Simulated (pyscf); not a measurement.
H₃C–Si(CH₃)(OH)–OH + H atom (H•) → H₃C–Si(CH₃)(O•)–OH + hydrogen (H₂) (hydrogen abstraction; doublet surface; H–O broken, H–H formed). Single points on ωB97X-D3(BJ)/def2-SVP structures (PySCF, gas phase). Rate constants from transition-state theory, ωB97M-D3(BJ)/def2-TZVP energies (ideal gas, 1 atm, RRHO with modes under 100 cm⁻¹ raised to 100, one conformer, R ln 2 for chiral ones without a mode under 150 cm⁻¹; no tunnelling), k in cm³ molecule⁻¹ s⁻¹.

```tsv
T (K)	1000/T	log10 k
298	3.354	-23.34
600	1.667	-17.09
900	1.111	?
1200	0.833	-13.79
```

**Question.** Fit an Arrhenius line to the three values, give the activation energy, and predict k at 900 K.

**Answer.** Least squares gives log10 k = -10.70 − 3.78 × 1000/T, so Ea = 3.78 × ln 10 × 1.987 = 17.3 kcal/mol, against an electronic barrier of 17.5. At 900 K the line gives -14.90; the computed value is -14.93 (ΔG‡ = 38.3 kcal/mol), close to the line. This is the saddle that the search found; another between the same sides may lie lower. The angle at the transferred H is 161°.
